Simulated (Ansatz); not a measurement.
## Tetradymite Bi2Te3

Level of theory: LDA+SOC (Ansatz, a quantum-chemistry and plane-wave program, PAW).

Numerical settings: plane-wave cutoff 520 eV, 10×10×10 k mesh, Fermi–Dirac smearing 0.01 eV, PAW data made under PBE.

Cell (measured lattice):

```yaml
crystal:
  lattice:
    - [0.00000, -2.53226, -10.16567]
    - [-2.19300, 1.26613, -10.16567]
    - [2.19300, 1.26613, -10.16567]
  atoms:
    - { symbol: Bi, position: [0.40000, 0.40000, 0.40000] }
    - { symbol: Bi, position: [0.60000, 0.60000, 0.60000] }
    - { symbol: Te, position: [0.00000, 0.00000, 0.00000] }
    - { symbol: Te, position: [0.20950, 0.20950, 0.20950] }
    - { symbol: Te, position: [0.79050, 0.79050, 0.79050] }
```

```
Property                                                 Result
-------------------------------------------  ------------------
band gap                                     0.05 eV (indirect)
smallest direct gap on the k points sampled             0.11 eV
Γ–Γ gap                                                 0.67 eV
```

Note: cell and atoms aren't relaxed at this level (pressure -1.3 GPa).

Computed values are for the static lattice.
